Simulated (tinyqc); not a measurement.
The integration grid: Kohn-Sham SCAN on finer and finer grids in the sto-3g basis, for CH2, spin multiplicity 1. Computed by the program tinyqc with PySCF. Command: `OMP_NUM_THREADS=1 python tinyqc.py 115991 115992 out.jsonl`; one thread of a shared host (Intel(R) Xeon(R) Processor @ 2.60GHz), about 7 s.

Geometry (angstrom):
```
atom       x        y       z
C     0.0000   0.0000  0.0000
H     0.0000   1.0810  0.6550
H     0.0000  -1.0940  0.6620
```

Self-consistent on each grid; the net force on the molecule should vanish.

Kohn-Sham energy on Becke grids (radial x angular points per atom):
```
grid       points  residual of the electron count  E (hartree)  E - finest (mhartree)  largest net force without grid terms (hartree/bohr)
10 x 14       416                        2.37e-02    -38.48414               76.97479                                             3.35e-01
15 x 26      1168                        5.30e-03    -38.56205               -0.94046                                             8.70e-02
20 x 50      2998                        2.07e-04    -38.56224               -1.12753                                             4.98e-03
30 x 86      7732                        4.04e-04    -38.55964                1.46825                                             9.10e-02
50 x 194    29086                       -9.21e-06    -38.56077                0.33774                                             3.77e-02
75 x 302    67876                       -4.38e-07    -38.56136               -0.24733                                             2.25e-02
120 x 590  212228                       -1.27e-10    -38.56111                0.00000                                             5.06e-04
```

The energy is within 0.1 mhartree of the finest grid first at 120 x 590. The error has both signs, since quadrature is not variational. The electron count and the net force are cheap signs of a poor grid.
